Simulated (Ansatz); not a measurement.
Correlation energies of C4H4F2 (`F[C@@H]1C=C[C@@H]1F`) by basis set

Cartesian coordinates in Å:
```
F 1.891 0.097 0.770
C 0.691 -0.482 0.452
C 0.328 -0.473 -1.005
C -0.721 0.337 -0.842
C -0.535 0.464 0.643
F -0.205 1.713 1.098
H 0.639 -1.444 0.971
H 0.738 -1.005 -1.855
H -1.487 0.713 -1.509
H -1.340 0.081 1.278
```

Charge 0, multiplicity 1. All single points use the PBE0-D4/def2-TZVP geometry. Frozen core, restricted reference, Ansatz 0.2.0. CBS rows extrapolate triple and quadruple zeta; past MP2 they add the triple-zeta difference.

```tsv
basis	HF (Eh)	MP2 corr.	CCSD corr.	(T)	CCSD(T) total
def2-TZVPP	?	-1.12871	-1.15431	?	?
def2-QZVPP	-352.76688	-1.21853	–	–	–
CBS(def2)	-352.76899	?	?	as TZ	?
```

Question: Fill in the withheld values. (Estimate.)

Answer: The calculation gave: def2-TZVPP HF (Eh): -352.75161; def2-TZVPP (T): -0.04582; def2-TZVPP CCSD(T) total: -353.95174; CBS(def2) MP2 corr.: -1.28506; CBS(def2) CCSD corr.: -1.31066; CBS(def2) CCSD(T) total: -354.12547.
